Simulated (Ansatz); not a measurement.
# NaP (charge +1): a test of scalar relativity

Program: Ansatz 0.2.0, Python API.

The script reads `nap.xyz`:
```text
2

Na    0.00000    0.00000    0.00000
P     0.00000    0.00000    2.74000
```

`nap.py`:
```python
"""NaP(+) with and without the spin-free two-component Hamiltonian."""

import ansatz as az
import numpy as np


def main() -> None:
    mol = az.Crystal.molecule_from_extxyz("nap.xyz")

    base = mol.calculation().functional("pbe0").charge(1).spin("collinear", total=1).forces()
    # a set contracted for a scalar-relativistic Hamiltonian goes with the relativistic run
    sets = {"none": "cc-pVTZ", "scalar": "cc-pVTZ-DK"}
    found = {kind: base.basis(gaussian=basis).pseudopotentials(relativity=kind).run(threads=1, backend="cpu").report for kind, basis in sets.items()}
    for kind, each in found.items():
        dipole = 4.803205 * np.linalg.norm(each["charge_distribution"]["dipole_moment_e_ang"])
        print(f"{kind:7s} E = {each['free_energy_ev']:.4f} eV  dipole {dipole:.3f} D  largest force component {np.abs(each['forces_ev_ang']).max():.4f} eV/A")
    print(f"relativity lowers the total energy by {found['none']['free_energy_ev'] - found['scalar']['free_energy_ev']:.3f} eV")


if __name__ == "__main__":
    main()
```

```console
$ python nap.py
none    E = -13690.4163 eV  dipole 5.442 D  largest force component 0.4741 eV/A
scalar  E = -13718.5357 eV  dipole 5.435 D  largest force component 0.4708 eV/A
relativity lowers the total energy by 28.119 eV
```

What to keep in mind:
- The settings weren't tested for convergence.
- The geometry is a force-field or estimated start, not a minimum of this method. The basis set changes with the Hamiltonian (a set recontracted for scalar relativity), and most of the change in the total lies in the cores.
- The run takes the species as open-shell (spin multiplicity 2), which needn't be its ground state.
- The expectation value of S² is noticeably off S(S+1) in at least one run, so that state is spin-contaminated.
- An ion's dipole depends on the origin; the program takes it about the centre of nuclear charge.
- The spin state was assumed, and another may lie lower.
- Finished in 18 s on 1 thread of Arm Neoverse V2, with other jobs on the host, peak memory 0.25 GiB.
